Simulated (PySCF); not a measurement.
Gas-phase reaction: CH3NH2 + 2 SiN + 4 CH4 → 2 H3SiN(CH3)2 + CH2NH

Method: PySCF energies plus ideal-gas RRHO corrections (1 bar). † marks an energy on the PBE0/def2-TZVP geometry and frequencies; other levels use their own. 6-31G* has spherical d functions here. Open shells (unrestricted): SiN (multiplicity 2); the rest are closed-shell singlets. B3LYP is the form with VWN-RPA correlation. CH2NH: computed as isolated molecules; such fragments, hydroxides, amides, oligomers or adducts are transient or little studied in the gas. The harmonic model lacks anharmonicity and excited electronic states, which grow with temperature; levels with a mode under 35 cm⁻¹ are left out. Internal rotation in CH3NH2, H3SiN(CH3)2 is treated as a harmonic vibration of one conformer, which makes the entropy rough.

| level | ΔE electronic, kJ | ΔH°(298 K), kJ | ΔS°(298 K), J/K | ΔG°(1400 K), kJ |
|---|---|---|---|---|
| B3LYP/6-31G* | -561 | -565 | -539 | 153 |
| B3LYP/def2-TZVP† | -550 | -554 | -536 | 161 |
| BLYP/def2-TZVP† | -463 | -467 | -536 | 248 |
| M06-2X/def2-TZVP† | -648 | -652 | -536 | 63 |
| PBE/def2-TZVP† | -562 | -566 | -536 | 149 |
| PBE0/def2-QZVP† | -627 | -631 | -536 | 85 |
| PBE0/def2-SVP† | -685 | -689 | -536 | 27 |
| r2SCAN/def2-TZVP† | -602 | -606 | -536 | 109 |
| LDA/def2-TZVP† | -747 | -751 | -536 | -36 |
| ωB97M-V/def2-TZVP† | -639 | -643 | -536 | 73 |
| ωB97X-V/def2-TZVP† | -689 | -693 | -536 | 23 |
ΔH° is lowest at LDA/def2-TZVP† and highest at BLYP/def2-TZVP†. No reference value is set beside these.
